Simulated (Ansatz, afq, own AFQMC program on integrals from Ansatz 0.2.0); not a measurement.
**CH₅Al (singlet): quantum Monte Carlo beside coupled cluster at scale of all distances = 1.126, 6-31G**

Aim: compute CH₅Al (singlet) with auxiliary-field quantum Monte Carlo on the same integrals as coupled cluster, and set the energies side by side.

Program: Ansatz 0.2.0, Gaussian basis, and an in-house AFQMC program (afq) on its integrals; all values are calculated. Level of theory: 6-31G, frozen cores. These are calculated values, not measurements.

To be run: PBE (unrestricted); r2SCAN (unrestricted); PBE0 (unrestricted); B3LYP (unrestricted); wB97M-V (unrestricted); B2PLYP (unrestricted); CCSD(T) on RHF; CCSDT(Q) on RHF; Phaseless AFQMC, CISD trial on RHF; Phaseless AFQMC, CID trial on RHF; UHF.

6 further runs of the same task are left out: 6 that didn't finish.

**1. The geometry**

The geometry derives from a PBE0/def2-TZVP stationary point (not a proven minimum). All distances are scaled together.

7 atoms, charge 0, spin multiplicity 1.

Atoms are counted from 1 here; the program's logs count them from 0.

Bond lengths: Al1–C2 2.197 Å, Al1–H3 1.791 Å, Al1–H4 1.791 Å, C2–H5 1.230 Å, C2–H6 1.234 Å, C2–H7 1.234 Å. Angles: C2–Al1–H3 119.7°, C2–Al1–H4 121.5°, H3–Al1–H4 118.7°, Al1–C2–H5 113.4°, Al1–C2–H6 110.6°, Al1–C2–H7 110.6°, H5–C2–H6 108.0°, H5–C2–H7 108.0°, H6–C2–H7 106.0°.

**2. PBE (unrestricted)**

The input, in.yaml:

```yaml
crystal:
  periodic: [false, false, false]
  atoms:
    - {symbol: Al, position_ang: [0.000000, 0.000193, 0.739327]}
    - {symbol: C, position_ang: [0.000000, -0.007467, -1.457291]}
    - {symbol: H, position_ang: [0.000000, 1.558463, 1.622494]}
    - {symbol: H, position_ang: [0.000000, -1.523083, 1.680885]}
    - {symbol: H, position_ang: [0.000000, -1.137866, -1.941021]}
    - {symbol: H, position_ang: [-0.985184, 0.593141, -1.894100]}
    - {symbol: H, position_ang: [0.985184, 0.593141, -1.894100]}
basis:
  gaussian: {orbitals: 6-31G}
magnetization: {spin_polarized: true, initial_magnetization: 0}
hamiltonian: {xc: {name: PBE}}
output: {orbitals: {seedname: orbitals}}
```

Launch:

```console
$ ansatz run in.yaml --threads 1 --pin off --events-out ev --progress --plain --max-ram 1382MiB
```

The log of the run:

```text
Functional definition: PBE
  name "PBE"
  cite "Perdew, Burke & Ernzerhof, Phys. Rev. Lett. 77, 3865 (1996) doi:10.1103/PhysRevLett.77.3865"
  parent pbe
  parameter kappa = 0.804
  parameter beta = 0.06672455060314922
  exchange = pbe_x(kappa = kappa, mu = beta*pi^2/3)
  correlation = pbe_c(beta = beta)
425 factors; integrals over basis functions are off by at most 2.4e-4 eV
mean field evaluation 1: about -7701.8188 eV, gradient 3.2e1 eV
mean field evaluation 2: about -7688.7468 eV, gradient 5.0e1 eV
mean field evaluation 4: about -7707.1435 eV, gradient 1.9e0 eV
mean field evaluation 8: about -7707.1709 eV, gradient 5.2e-2 eV
mean field -7707.17096437 eV, -283.2333088323 hartree, gradient 6.0e-5 eV, S^2 0.000000; 0 other end points of the search recorded, 0 dependent functions left out
reference -7707.17100358 eV, -283.2333102736 hartree; 12, 12 occupied and 20, 20 virtual orbitals, 425 factors
Total energy: -7707.17100358 eV, -283.2333102736 hartree
```

Run time: 0.87 s. Hardware: 1 thread of Arm Neoverse V2, shared host.

From the report: ⟨S²⟩ of the determinant 0.000 (pure singlet: 0.00).

**3. r2SCAN (unrestricted)**

in.yaml, as its differences from that of step 2:

```diff
@@ -13,3 +13,2 @@
 magnetization: {spin_polarized: true, initial_magnetization: 0}
-hamiltonian: {xc: {name: PBE}}
-output: {orbitals: {seedname: orbitals}}
+hamiltonian: {xc: {name: r2SCAN}}
```

The command is unchanged.

The log of the run:

```text
Functional definition: r2SCAN
  name "r2SCAN"
  cite "Furness, Kaplan, Ning, Perdew & Sun, J. Phys. Chem. Lett. 11, 8208 (2020) doi:10.1021/acs.jpclett.0c02405"
  cite "Furness, Kaplan, Ning, Perdew & Sun, J. Phys. Chem. Lett. 11, 9248 (2020) doi:10.1021/acs.jpclett.0c03077"
  parent r2scan
  parameter k0 = 0.174
  parameter k1 = 0.065
  parameter a1 = 4.9479
  exchange = r2scan_x(k0 = k0, k1 = k1, a1 = a1)
  correlation = r2scan_c
425 factors; integrals over basis functions are off by at most 2.4e-4 eV
mean field evaluation 1: about -7706.8841 eV, gradient 2.8e1 eV
mean field evaluation 2: about -7699.7673 eV, gradient 4.0e1 eV
mean field evaluation 4: about -7711.0001 eV, gradient 9.3e-1 eV
mean field evaluation 8: about -7711.0002 eV, gradient 2.8e-3 eV
mean field -7711.00016501 eV, -283.3740293604 hartree, gradient 6.2e-5 eV, S^2 0.000000; 0 other end points of the search recorded, 0 dependent functions left out
reference -7711.00017955 eV, -283.3740298948 hartree; 12, 12 occupied and 20, 20 virtual orbitals, 425 factors
Total energy: -7711.00017955 eV, -283.3740298948 hartree
```

Wall time 1.8 s (1 thread of Arm Neoverse V2, shared host).

From the report: ⟨S²⟩ of the determinant 0.000 (pure singlet: 0.00).

**4. PBE0 (unrestricted)**

in.yaml, as its differences from that of step 3:

```diff
@@ -13,2 +13,3 @@
 magnetization: {spin_polarized: true, initial_magnetization: 0}
-hamiltonian: {xc: {name: r2SCAN}}
+hamiltonian: {xc: {name: PBE0}}
+output: {orbitals: {seedname: orbitals}}
```

Same command.

The log of the run:

```text
Functional definition: PBE0
  name "PBE0"
  cite "Adamo & Barone, J. Chem. Phys. 110, 6158 (1999) doi:10.1063/1.478522"
  cite "Perdew, Burke & Ernzerhof, Phys. Rev. Lett. 77, 3865 (1996) doi:10.1103/PhysRevLett.77.3865"
  parent pbe
  parameter a = 0.25
  parameter kappa = 0.804
  parameter beta = 0.06672455060314922
  exchange = (1 - a)*pbe_x(kappa = kappa, mu = beta*pi^2/3) + a*exact_x
  correlation = pbe_c(beta = beta)
425 factors; integrals over basis functions are off by at most 2.4e-4 eV
mean field evaluation 1: about -7704.9509 eV, gradient 2.4e1 eV
mean field evaluation 2: about -7702.1920 eV, gradient 3.0e1 eV
mean field evaluation 4: about -7707.9226 eV, gradient 3.4e-1 eV
mean field evaluation 8: about -7707.9143 eV, gradient 6.2e-3 eV
mean field -7707.91428151 eV, -283.2606252336 hartree, gradient 5.0e-5 eV, S^2 0.000000; 0 other end points of the search recorded, 0 dependent functions left out
reference -7707.91431007 eV, -283.2606262831 hartree; 12, 12 occupied and 20, 20 virtual orbitals, 425 factors
Total energy: -7707.91431007 eV, -283.2606262831 hartree
```

It took 0.9 s on 1 thread of Arm Neoverse V2, shared host.

From the report: ⟨S²⟩ of the determinant 0.000 (pure singlet: 0.00).

**5. B3LYP (unrestricted)**

in.yaml, as its differences from that of step 4:

```diff
@@ -13,3 +13,2 @@
 magnetization: {spin_polarized: true, initial_magnetization: 0}
-hamiltonian: {xc: {name: PBE0}}
-output: {orbitals: {seedname: orbitals}}
+hamiltonian: {xc: {name: B3LYP}}
```

Same command.

The log of the run, cut to the lines that bear on the results:

```text
Functional definition: B3LYP
  name "B3LYP"
  cite "Stephens, Devlin, Chabalowski & Frisch, J. Phys. Chem. 98, 11623 (1994) doi:10.1021/j100096a001"
  cite "Becke, Phys. Rev. A 38, 3098 (1988) doi:10.1103/PhysRevA.38.3098"
  cite "Lee, Yang & Parr, Phys. Rev. B 37, 785 (1988) doi:10.1103/PhysRevB.37.785"
  cite "Vosko, Wilk & Nusair, Can. J. Phys. 58, 1200 (1980) doi:10.1139/p80-159"
[...]
425 factors; integrals over basis functions are off by at most 2.4e-4 eV
[...]
mean field -7713.37071828 eV, -283.4611455864 hartree, gradient 1.4e-5 eV, S^2 0.000000; 0 other end points of the search recorded, 0 dependent functions left out
reference -7713.37095249 eV, -283.4611541934 hartree; 12, 12 occupied and 20, 20 virtual orbitals, 425 factors
Total energy: -7713.37095249 eV, -283.4611541934 hartree
```

It took 1.1 s on 1 thread of Arm Neoverse V2, shared host.

From the report: ⟨S²⟩ of the determinant 0.000 (pure singlet: 0.00).

**6. wB97M-V (unrestricted)**

in.yaml, as its differences from that of step 5:

```diff
@@ -13,2 +13,3 @@
 magnetization: {spin_polarized: true, initial_magnetization: 0}
-hamiltonian: {xc: {name: B3LYP}}
+hamiltonian: {xc: {name: wB97M-V}}
+output: {orbitals: {seedname: orbitals}}
```

The command is unchanged.

The log of the run, cut to the lines that bear on the results:

```text
Functional definition: wB97M-V
  name "wB97M-V"
  cite "Mardirossian & Head-Gordon, J. Chem. Phys. 144, 214110 (2016) doi:10.1063/1.4952647"
  cite "Becke, J. Chem. Phys. 107, 8554 (1997) doi:10.1063/1.475007"
  cite "Vydrov & Van Voorhis, J. Chem. Phys. 133, 244103 (2010) doi:10.1063/1.3521275"
  # Of w^i u^j: cxij and so on, Table III.
[...]
  gx(w, u) = 1 - cx + cx01*u + cx10*w
  gss(w, u) = css00 + css04*u^4 + css10*w + css20*w^2 + css43*w^4*u^3
  gos(w, u) = cos00 + cos10*w + (cos20 + cos21*u)*w^2 + (cos60 + cos61*u)*w^6
[...]
      + integral(e_c_pw_mod_opposite_spin*gos(b97_w_opposite, b97_u_opposite)) + vv10(b, c)
425 factors; integrals over basis functions are off by at most 2.4e-4 eV
173 factors; integrals over basis functions are off by at most 7.6e-6 eV
[...]
mean field -7711.00631949 eV, -283.3742555336 hartree, gradient 2.1e-5 eV, S^2 0.000000; 0 other end points of the search recorded, 0 dependent functions left out
reference -7711.00636787 eV, -283.3742573115 hartree; 12, 12 occupied and 20, 20 virtual orbitals, 425 factors
Total energy: -7711.00636787 eV, -283.3742573115 hartree
```

Wall time 5.5 s (1 thread of Arm Neoverse V2, shared host).

From the report: ⟨S²⟩ of the determinant 0.000 (pure singlet: 0.00).

**7. B2PLYP (unrestricted)**

in.yaml, as its differences from that of step 6:

```diff
@@ -13,3 +13,3 @@
 magnetization: {spin_polarized: true, initial_magnetization: 0}
-hamiltonian: {xc: {name: wB97M-V}}
-output: {orbitals: {seedname: orbitals}}
+hamiltonian: {xc: {name: B2PLYP}}
+correlation: {electrons: outside_noble_gas}
```

Launched as before.

The log of the run, cut to the lines that bear on the results:

```text
Functional definition: B2PLYP
  name "B2PLYP"
  cite "Grimme, J. Chem. Phys. 124, 034108 (2006) doi:10.1063/1.2148954"
  cite "Becke, Phys. Rev. A 38, 3098 (1988) doi:10.1103/PhysRevA.38.3098"
  cite "Lee, Yang & Parr, Phys. Rev. B 37, 785 (1988) doi:10.1103/PhysRevB.37.785"
[...]
425 factors; integrals over basis functions are off by at most 2.4e-4 eV
[...]
mean field -7705.49436609 eV, -283.1716949821 hartree, gradient 3.6e-6 eV, S^2 0.000000; 0 other end points of the search recorded, 0 dependent functions left out
6 core orbitals not correlated: weight in the atoms' cores, before any rotation towards them, 1.000 or more for the frozen orbitals, at most 0.000 for the correlated occupied ones
reference -7705.49451251 eV, -283.1717003628 hartree; 6, 6 occupied and 20, 20 virtual orbitals, 425 factors
second order -5.05459402 eV of doubles, -0.00000000 eV of singles
Total energy: -7706.85925289 eV, -283.2218536470 hartree
```

Wall time 1.1 s (1 thread of Arm Neoverse V2, shared host).

From the report: ⟨S²⟩ of the determinant 0.000 (pure singlet: 0.00).

**8. CCSD(T) on RHF**

in.yaml, as its differences from that of step 7:

```diff
@@ -12,4 +12,3 @@
   gaussian: {orbitals: 6-31G}
-magnetization: {spin_polarized: true, initial_magnetization: 0}
-hamiltonian: {xc: {name: B2PLYP}}
-correlation: {electrons: outside_noble_gas}
+magnetization: {spin_polarized: false}
+correlation: {method: ccsd_t, electrons: outside_noble_gas, hamiltonian_folder: ham}
```

Launched as before.

The log of the run, cut to the lines that bear on the results:

```text
Functional definition: HF
  name "HF"
  cite "Fock, Z. Phys. 61, 126 (1930) doi:10.1007/BF01340294"
  parent pbe
[...]
425 factors; integrals over basis functions are off by at most 2.4e-4 eV
[...]
mean field -7689.08859144 eV, -282.5687938840 hartree, gradient 5.2e-7 eV, S^2 0.000000; 0 other end points of the search recorded, 0 dependent functions left out
6 core orbitals not correlated: weight in the atoms' cores, before any rotation towards them, 1.000 or more for the frozen orbitals, at most 0.000 for the correlated occupied ones
reference -7689.08859144 eV, -282.5687938840 hartree; 6, 6 occupied and 20, 20 virtual orbitals, 425 factors
second order -3.90971643 eV of doubles, -0.00000000 eV of singles
cycle   1  -4.46271774 eV  change   -5.5e-1 eV  update   7.3e-2
[...]
cycle   9  -4.83325235 eV  change    6.0e-6 eV  update   6.6e-6
perturbative correction -0.11148827 eV, -0.0040971183 hartree
Total energy: -7694.03333206 eV, -282.7505097499 hartree
```

It took 0.27 s on 1 thread of Arm Neoverse V2, shared host.

From the report: correlation -4.9447 eV; T1 0.011; largest double amplitude 0.06.

This run also writes the integrals to the folder ham.

**9. CCSDT(Q) on RHF**

in.yaml, as its differences from that of step 8:

```diff
@@ -13,2 +13,2 @@
 magnetization: {spin_polarized: false}
-correlation: {method: ccsd_t, electrons: outside_noble_gas, hamiltonian_folder: ham}
+correlation: {method: ccsdt_q, electrons: outside_noble_gas}
```

The command is unchanged.

The log of the run, cut to the lines that bear on the results:

```text
Functional definition: HF
  name "HF"
  cite "Fock, Z. Phys. 61, 126 (1930) doi:10.1007/BF01340294"
  parent pbe
[...]
745 factors; integrals over basis functions are off by at most 2.0e-7 eV
[...]
mean field -7689.08870507 eV, -282.5687980599 hartree, gradient 5.1e-7 eV, S^2 0.000000; 0 other end points of the search recorded, 0 dependent functions left out
6 core orbitals not correlated: weight in the atoms' cores, before any rotation towards them, 1.000 or more for the frozen orbitals, at most 0.000 for the correlated occupied ones
reference -7689.08870507 eV, -282.5687980599 hartree; 6, 6 occupied and 20, 20 virtual orbitals, 745 factors
second order -3.90977227 eV of doubles, -0.00000000 eV of singles
cycle   1  -4.46273876 eV  change   -5.5e-1 eV  update   7.9e-2
[...]
cycle  13  -4.96428183 eV  change   -4.3e-7 eV  update   5.1e-7
perturbative correction -0.00535738 eV, -0.0001968800 hartree
Total energy: -7694.05834428 eV, -282.7514289322 hartree
```

Wall time 1.5 s (1 thread of Arm Neoverse V2, shared host).

From the report: correlation -4.9696 eV; T1 0.012; largest double amplitude 0.06.

**10. Phaseless AFQMC, CISD trial on RHF**

It reads the integrals that the CCSD(T) run on this determinant wrote.

Launch:

```console
$ afq ham --method phaseless --trial cisd --walkers 150 --populations 1 --least-time 40 --time-step 0.005 --steps-per-block 50 --equilibration-blocks 28 --max-blocks 300 --target-error 0.00042 --factor-cut 1e-05 --seed 4711 --release-times 0.24,0.51,0.99,1.62,2.4 --release-step 0.03 --release-every 4 --taylor-order 6
```

The log of the run:

```text
orbitals 26  electrons 6 6  factors 187 of 425
reference energy -282.56879388 Eh
CCSD correlation -0.17761866 Eh in 9 cycles, weight of the determinant in the CISD state 0.8877
energy of the start -282.746413 Eh
 block  time / (1/Eh)  mean weight  energy / Eh
     1     0.250  1.0000  -282.743457
     2     0.500  1.0002  -282.743893
     3     0.750  1.0001  -282.744159
     4     1.000  0.9990  -282.746699
     5     1.250  1.0005  -282.747464
     6     1.500  1.0005  -282.748267
     7     1.750  0.9996  -282.749171
     8     2.000  1.0003  -282.749533
     9     2.250  1.0005  -282.750943
    10     2.500  1.0001  -282.754056
    13     3.250  1.0007  -282.751493
    17     4.250  0.9999  -282.752492
    21     5.250  0.9997  -282.751375
    25     6.250  0.9998  -282.749127
    29     7.250  1.0002  -282.746902
    33     8.250  0.9999  -282.749895
    37     9.250  1.0009  -282.750529
    41    10.250  1.0010  -282.754521
    45    11.250  1.0011  -282.753931
    49    12.250  0.9994  -282.755251
    53    13.250  1.0002  -282.750521
    57    14.250  0.9999  -282.749511
    61    15.250  1.0007  -282.750116
    65    16.250  1.0005  -282.748341
    69    17.250  0.9994  -282.751579
    73    18.250  0.9995  -282.750194
    77    19.250  1.0005  -282.751219
    81    20.250  0.9999  -282.756358
    85    21.250  0.9985  -282.754227
    89    22.250  1.0000  -282.747308
    93    23.250  0.9991  -282.752052
    97    24.250  0.9993  -282.748396
   101    25.250  1.0002  -282.747643
   105    26.250  1.0001  -282.754728
   109    27.250  1.0007  -282.751484
   113    28.250  1.0010  -282.748300
   117    29.250  0.9999  -282.748016
   121    30.250  1.0008  -282.754447
   125    31.250  1.0004  -282.753445
   129    32.250  0.9998  -282.750103
   133    33.250  1.0001  -282.750640
   137    34.250  0.9994  -282.751961
   141    35.250  0.9998  -282.749912
   145    36.250  1.0007  -282.749509
   149    37.250  1.0004  -282.754613
   153    38.250  0.9995  -282.750071
   157    39.250  1.0001  -282.754952
   161    40.250  1.0002  -282.749751
   165    41.250  1.0002  -282.746570
   169    42.250  0.9995  -282.751781
   173    43.250  0.9999  -282.750335
   177    44.250  1.0008  -282.752240
   181    45.250  0.9989  -282.753327
   185    46.250  1.0000  -282.756679
blocks merged  error / Eh  count
     1  0.000271  160
     2  0.000331  80
     4  0.000374  40
     8  0.000409  20
    16  0.000476  10
released: time / (1/Eh)  energy / Eh  error  mean overlap
  0.24  -282.751592  0.000405  1.0059
  0.51  -282.751442  0.000322  1.0042
  0.99  -282.751705  0.000288  1.0001
  1.62  -282.751593  0.000344  0.9942
  2.40  -282.751183  0.000400  0.9982
energy -282.752074 +/- 0.000409 Eh
```

It took 1.9 min on 1 thread of Arm Neoverse V2, shared host.

Energy -7694.0759 ± 0.0111 eV. Caveats: constraint bias not in the error.

**11. Phaseless AFQMC, CID trial on RHF (settings varied)**

It reads the integrals that the CCSD(T) run on this determinant wrote.

Launch:

```console
$ afq ham --method phaseless --trial cid --walkers 160 --populations 1 --least-time 40 --time-step 0.0025 --steps-per-block 50 --equilibration-blocks 48 --max-blocks 160 --target-error 0.00084 --factor-cut 1e-05 --seed 1440 --release-times 0.2,0.4 --release-step 0.05 --release-every 8 --taylor-order 6
```

The log of the run:

```text
orbitals 26  electrons 6 6  factors 187 of 425
reference energy -282.56879388 Eh
CCSD correlation -0.17761866 Eh in 9 cycles, weight of the determinant in the CISD state 0.8877
energy of the start -282.746502 Eh
 block  time / (1/Eh)  mean weight  energy / Eh
     1     0.125  1.0000  -282.744148
     2     0.250  0.9995  -282.742963
     3     0.375  1.0000  -282.743284
     4     0.500  0.9995  -282.743112
     5     0.625  1.0003  -282.743378
     6     0.750  1.0002  -282.743551
     7     0.875  0.9999  -282.744272
     8     1.000  0.9999  -282.745278
     9     1.125  1.0002  -282.746250
    10     1.250  0.9999  -282.749413
    11     1.375  0.9999  -282.747734
    16     2.000  0.9998  -282.746204
    21     2.625  1.0000  -282.747364
    26     3.250  0.9999  -282.749722
    31     3.875  1.0001  -282.751701
    36     4.500  1.0002  -282.748604
    41     5.125  0.9999  -282.751764
    46     5.750  1.0007  -282.750822
    51     6.375  0.9999  -282.749480
    56     7.000  1.0003  -282.749639
    61     7.625  1.0001  -282.750421
    66     8.250  0.9997  -282.749818
    71     8.875  0.9998  -282.752279
    76     9.500  1.0002  -282.755669
    81    10.125  1.0000  -282.752162
    86    10.750  1.0001  -282.756613
    91    11.375  1.0002  -282.750842
    96    12.000  0.9997  -282.752358
   101    12.625  0.9992  -282.756330
   106    13.250  1.0006  -282.753353
   111    13.875  0.9998  -282.751791
   116    14.500  0.9998  -282.750244
   121    15.125  0.9998  -282.750987
   126    15.750  0.9998  -282.753997
   131    16.375  1.0004  -282.751331
   136    17.000  0.9999  -282.753652
   141    17.625  0.9999  -282.751765
   146    18.250  1.0002  -282.747797
   151    18.875  1.0000  -282.752679
   156    19.500  1.0009  -282.752413
   161    20.125  0.9998  -282.750609
   166    20.750  1.0004  -282.753753
   171    21.375  1.0005  -282.751492
   176    22.000  0.9997  -282.749500
   181    22.625  1.0000  -282.752277
   186    23.250  1.0004  -282.753936
   191    23.875  0.9999  -282.746630
   196    24.500  0.9995  -282.751381
   201    25.125  0.9996  -282.750863
   206    25.750  1.0000  -282.750590
blocks merged  error / Eh  count
     1  0.000181  160
     2  0.000230  80
     4  0.000276  40
     8  0.000302  20
    16  0.000379  10
released: time / (1/Eh)  energy / Eh  error  mean overlap
  0.20  -282.752058  0.000417  1.0044
  0.40  -282.752252  0.000447  1.0052
energy -282.751890 +/- 0.000302 Eh
```

Wall time 99 s (1 thread of Arm Neoverse V2, shared host).

Energy -7694.0709 ± 0.0082 eV. The run doesn't count as converged. Caveats: constraint bias not in the error; error not settled. The error still grows with block length (0.0075 to 0.0103 eV), so the bar may be too small.

**12. UHF**

in.yaml, as its differences from that of step 9:

```diff
@@ -12,3 +12,4 @@
   gaussian: {orbitals: 6-31G}
-magnetization: {spin_polarized: false}
-correlation: {method: ccsdt_q, electrons: outside_noble_gas}
+magnetization: {spin_polarized: true, initial_magnetization: 0}
+hamiltonian: {xc: hf}
+output: {orbitals: {seedname: orbitals}}
```

Launch:

```console
$ ansatz run in.yaml --threads 1 --pin off --events-out ev --progress --plain --max-ram 1382MiB
```

The log of the run:

```text
Functional definition: HF
  name "HF"
  cite "Fock, Z. Phys. 61, 126 (1930) doi:10.1007/BF01340294"
  parent pbe
  exchange = exact_x
  correlation = 0
425 factors; integrals over basis functions are off by at most 2.4e-4 eV
mean field evaluation 1: about -7688.1551 eV, gradient 1.1e1 eV
mean field evaluation 2: about -7688.1538 eV, gradient 1.1e1 eV
mean field evaluation 4: about -7689.0734 eV, gradient 1.2e0 eV
mean field evaluation 8: about -7689.0886 eV, gradient 2.3e-4 eV
mean field -7689.08859144 eV, -282.5687938840 hartree, gradient 5.2e-6 eV, S^2 0.000000; 0 other end points of the search recorded, 0 dependent functions left out
reference -7689.08859144 eV, -282.5687938840 hartree; 12, 12 occupied and 20, 20 virtual orbitals, 425 factors
Total energy: -7689.08859144 eV, -282.5687938840 hartree
```

It took 0.18 s on 1 thread of Arm Neoverse V2, shared host.

From the report: ⟨S²⟩ of the determinant 0.000 (pure singlet: 0.00).

**13. AFQMC on the ladder**

On the RHF determinant, counted from CCSDT(Q) (a yardstick, not exact):

| level | energy (eV) | from CCSDT(Q) (kJ/mol) | statistical error (kJ/mol) | time |
| --- | --- | --- | --- | --- |
| HF | -7689.0886 | +479.5 |  |  |
| MP2 | -7692.9983 | +102.3 |  |  |
| CCSD | -7693.9218 | +13.2 |  |  |
| CCSD(T) | -7694.0333 | +2.4 |  |  |
| CCSDT(Q) | -7694.0583 | 0.0 |  |  |
| Phaseless AFQMC, CISD trial, step 0.005, 150 walkers | -7694.0759 | -1.7 | 1.1 | 1.9 min |

The functionals' totals stand on their own zeros and serve differences with other points: PBE -7707.171 eV; r2SCAN -7711.000 eV; PBE0 -7707.914 eV; B3LYP -7713.371 eV; wB97M-V -7711.006 eV; B2PLYP -7706.859 eV.

**14. Results**

| quantity | value |
| --- | --- |
| CCSD(T) on RHF from CCSDT(Q) | +2.4 kJ/mol |
| Phaseless AFQMC, CISD trial on RHF from CCSDT(Q) | -1.7 ± 1.1 kJ/mol |

On RHF the phaseless walk with the CISD trial lies -1.7 kJ/mol from CCSDT(Q), within three error bars. Error bars are statistical and leave out the constraint, the time step and what remains of the start.
